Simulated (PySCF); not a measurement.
Consider phenyl, `[c]1ccccc1` (C6H5•, doublet). Optimised structure (Å), atoms numbered from 1:
```
C    -1.5099    0.3791    0.0169
C    -0.6056    1.4167    0.0058
C     0.7517    1.0635   -0.0136
C     1.1272   -0.2815   -0.0208
C     0.1623   -1.2907   -0.0089
C    -1.2012   -0.9623    0.0107
H    -0.9156    2.4652    0.0116
H     1.5150    1.8465   -0.0232
H     2.1870   -0.5467   -0.0360
H     0.4665   -2.3410   -0.0147
H    -1.9688   -1.7409    0.0204
```

These are calculated values, PBE0-D3(BJ)/ma-def2-TZVP in PySCF (grid level 2) at geometries from PBE0-D3(BJ)/ma-def2-SVP. The prefix ma- adds one diffuse s and one diffuse p function on all atoms but H. Zero-point and thermal terms (298.15 K, 1 bar) come from unscaled GFN2-xTB harmonic frequencies, with soft modes damped to free rotors in the entropy. These were taken at the GFN2-xTB minima.

(1) What are the vertical and the adiabatic ionisation energy for forming the singlet cation?

(2) What are the vertical and the adiabatic ionisation energy for forming the triplet cation?

(3) Where does the unpaired spin of the relaxed triplet cation sit?

(4) What are the vertical and the adiabatic electron affinity for forming the singlet anion?

(5) Which spin state does oxidation lead to?

Results:

(1) 9.18 eV vertical and 8.25 eV adiabatic, the latter with zero-point energy.

(2) 9.28 eV vertical and 9.04 eV adiabatic, the latter with zero-point energy.

(3) C1 (aromatic carbon) 1.39, C4 (aromatic carbon) 0.46 (intrinsic atomic orbital populations).

(4) 0.51 eV vertical and 0.91 eV adiabatic, the latter with zero-point energy.

(5) The singlet, 0.79 eV below the triplet.
